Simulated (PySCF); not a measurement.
## Working out the ionisation energy of F

F [He] 2s2 2p5 (2P) → F⁺ [He] 2s2 2p4 (3P). All numbers are calculated (PySCF 2.14, no relativity, point nucleus, in 6-31G* (3s2p1d, 14 functions)). Frozen: 1s2. Energies in hartree (1 hartree = 27.21139 eV):

```csv
part,F (lower),F⁺ (upper)
UHF,-99.363412,-98.788457
CCSD correlation,-0.132261,-0.090028
(T),-0.001190,-0.000916
```

**Question.** What does Hartree-Fock give?

**Answer.** (-98.788457) − (-99.363412) = 0.574955 hartree = 15.645 eV.

**Question.** What do CCSD and CCSD(T) give?

**Answer.** The CCSD correlation energies differ by 0.042233 hartree = 1.149 eV and the triples by 0.000274 hartree = 0.007 eV, so CCSD gives 16.794 eV and CCSD(T) 16.801 eV.

Measured between the centres of the two terms (NIST): 17.427 eV, so CCSD(T) (valence) is off by -0.626 eV.

What remains against the reference includes basis incompleteness, the frozen core and higher excitations.
